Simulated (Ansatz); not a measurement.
Input file:

```yaml
crystal:
  periodic: [false, false, false]
  atoms:
    - {symbol: Al, position_ang: [0.000000, 0.000000, 0.187600]}
    - {symbol: P, position_ang: [0.000000, 0.000000, -1.956600]}
    - {symbol: H, position_ang: [0.000000, 0.000000, 1.769000]}
basis:
  gaussian: {orbitals: 6-31G}
magnetization: {spin_polarized: false, initial_magnetization: 1}
correlation: {method: sc_nevpt2, electrons: outside_noble_gas, active_space: {window: {electrons: 3, orbitals: 3}}}
```

```sh
$ ansatz run in.yaml --threads 1 --pin off --events-out ev --progress --plain --max-ram 2393MiB
```

Log:

```
310 factors; integrals over basis functions are off by at most 1.3e-4 eV
mean field evaluation 1: about -15866.2633 eV, gradient 1.2e1 eV
mean field evaluation 2: about -15866.2662 eV, gradient 1.2e1 eV
mean field evaluation 4: about -15867.1255 eV, gradient 1.7e0 eV
mean field evaluation 8: about -15867.1578 eV, gradient 3.4e-3 eV
mean field evaluation 16: about -15867.1618 eV, gradient 3.0e-3 eV
mean field evaluation 32: about -15865.3847 eV, gradient 1.1e0 eV
mean field -15867.15779347 eV, -583.1072937642 hartree, gradient 2.3e-6 eV, S^2 0.750000; 4 other end points of the search recorded, 0 dependent functions left out
reference -15867.15779347 eV, -583.1072937642 hartree; 15, 14 occupied and 13, 14 virtual orbitals, 310 factors
state -15867.59303493 eV, -583.1232885927 hartree
state -15867.59303493 eV, -583.1232885927 hartree; corrected -15869.27920479 eV, -583.1852541923 hartree
state -15867.56549399 eV, -583.1222764821 hartree
state -15867.56549399 eV, -583.1222764821 hartree; corrected -15869.34308552 eV, -583.1876017656 hartree
state -15867.56549399 eV, -583.1222764821 hartree; corrected -15869.34308552 eV, -583.1876017656 hartree
WARN: the results are in doubt because another end's mean lies 0.028 eV lower, and its corrected mean 0.064 eV higher
Total energy: -15869.34308552 eV, -583.1876017656 hartree
In doubt: another end's mean lies 0.028 eV lower, and its corrected mean 0.064 eV higher
```

Ran on 1 thread of Arm Neoverse V1, shared host: 1.1 s wall, 0.07 GiB peak host memory.
